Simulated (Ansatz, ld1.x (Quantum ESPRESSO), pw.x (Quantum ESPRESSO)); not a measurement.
**From atom to crystal: RRKJ potential for boron**

ld1.x (Quantum ESPRESSO) 7.5 input, shortened:

```
&input
   title='B', zed=5., rel=1, dft='PW', iswitch=3,
   config='[He] 2s1.5 2p1.5 3d-2'
 /
 &inputp
   pseudotype=2, tm=.false., lloc=-1, rcloc=3.90,
   nlcc=.false.
 /
3
2S  1  0   1.50   0.00  1.60  1.60  0.0
2P  2  1   1.50   0.00  4.05  4.05  0.0
3D  3  2  -2.00   0.30  3.30  3.30  0.0
 &test
   configts(1)='2s1.5 2p1.5'
 /
```

Atomic tests: cutoffs needed: 25 Ry and 35 Ry (the cutoffs (Ry, on a coarse ladder) from which the occupation-weighted sum of valence levels, in a spherical-Bessel basis at the reference potential, stays within 10 and 1 mRy of its value at 400 Ry); ghost test: no extra level below or beside the all-electron valence levels (s, p, d, f tested) (spherical-Bessel basis up to 400 Ry, 20 bohr box); configuration tests: 1 of 9 tests not solved or not reliable.

Crystal test: diamond B in pw.x 7.5, no spin, 11³ k-points, Fermi–Dirac smearing 0.01 Ry, cutoffs 45/180 Ry. The reference is all-electron LAPW (Ansatz 0.2.0) with the same functional, mesh and smearing; V0 and B0 come from Birch–Murnaghan fits to the pressures at five volumes. Errors are pseudo minus all-electron; Δ is the rms difference of the E(V) curves that follow from these fits, minima aligned, over ±6 % about the mean V0. Mesh and smearing are coarse, so the numbers serve the comparison and aren't converged zero-temperature values; the lattice is a test structure that the element need not adopt.

```csv
V (Å³/atom),P all-electron (GPa),P pseudo (GPa)
7.621,10.51,-16.43
7.821,4.90,-25.32
8.022,-0.11,-32.96
8.223,-4.58,-39.49
8.423,-8.58,-45.05
```

All-electron: a0 = 4.003 Å (V0 = 8.02 Å³/atom), B0 = 189.6 GPa.

Pseudopotential: mean pressure error (GPa): -32.28. The pressure does not cross zero within the volumes sampled, so no fit is given. The largest radius (4.05 bohr) exceeds half the bond length (1.64 bohr), so the spheres overlap, which is one possible source of error among others. This is a poor potential for the solid. Atomic configuration tests: 1 of 9 tests not solved or not reliable.

Question: At the middle volume, how do free energy and pressure move when the wave cutoff is lowered (ecutrho kept at four times it)?

Answer:

```tsv
cutoff (Ry)	shift of F (meV/atom)	shift of P (GPa)
20	+304.7	-11.71
27	+75.4	-5.27
36	+7.8	-1.03
```

The run at the middle volume (56 k-points, 6 iterations) took about 3.4 s on one core of a shared host (Neoverse-V1, 32 threads, 247 GiB, load 17).
